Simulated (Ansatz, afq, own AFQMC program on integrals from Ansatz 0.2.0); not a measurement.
# Where AFQMC and coupled cluster stand for AlSiH$_{3}$, singlet

```yaml
atoms:
  - { symbol: Si, position_ang: [0.0000, -0.0799, 1.3073] }
  - { symbol: Al, position_ang: [0.0000, 0.0272, -1.2555] }
  - { symbol: H, position_ang: [0.0000, 1.4459, 1.3837] }
  - { symbol: H, position_ang: [0.0000, 1.3800, -2.1018] }
  - { symbol: H, position_ang: [0.0000, -1.3261, -2.1006] }
```

Connectivity, by distances: SiH–AlH2.

Basis cc-pVDZ. Only valence electrons are correlated. AFQMC by an in-house program on the Cholesky factors that Ansatz 0.2.0 writes for its CCSD(T) run. ph-AFQMC/CISD is guided by a CISD state made of CCSD amplitudes; releasing the constraint for a short imaginary time cuts its bias at the price of noise, slowly where states lie close. Free projection: walkers drawn from exp(T), propagated without any constraint. Its projection time is finite, and what remains of the start isn't in its error. Uncertainties: one standard error, sampling alone.

Determinant: RHF, the one that the program's search chose, which needn't be the lowest solution. The geometry is a PBE0/def2-TZVP stationary point of this or a neighbouring charge and spin state.

No full CI on the walks' own integrals is used here; CCSDT(Q) serves as the reference and is uncertain by about the last step of the cluster series.

Cautions: restricted determinant unstable towards unrestricted (UHF 278 meV lower, ⟨S²⟩ 0.71).

* T1 diagnostic: 0.0137
* weight of the determinant in the CISD state: 0.861
* size of the correlated space: 10 electrons in 41 orbitals

Reference: CCSDT(Q), correlation energy -5.303 eV. The released energy is read at 2.40 1/Eh (meV from the phaseless value at times in 1/Eh: -16 ± 10 at 0.24, -18 ± 9 at 0.51, -16 ± 9 at 0.99, -4 ± 10 at 1.62, -20 ± 11 at 2.40).

```csv
level,E − E(reference) (meV),share of correlation (%)
HF,5302.8,0.00
MP2,1348.4,74.57
CCSD,161.6,96.95
CCSD(T),38.7,99.27
CCSDT,7.5,99.86
ph-AFQMC/HF,-43.0 ± 56.9,100.81
ph-AFQMC/CISD,8.8 ± 10.1,99.83
released AFQMC,-11.2 ± 11.4,100.21
free AFQMC,-4.8 ± 9.4,100.09
```

Free projections are given only where their last times agree within the noise and don't stop above the reference; a slow remainder of the start can still hide under it. A walk keeps the symmetry of its determinant, which the program's search chose and which needn't be the lowest solution, so a lower state of the same spin and another symmetry isn't excluded. Released energies are given only where the last usable release times agree within the noise; a slower fall can still hide under it.
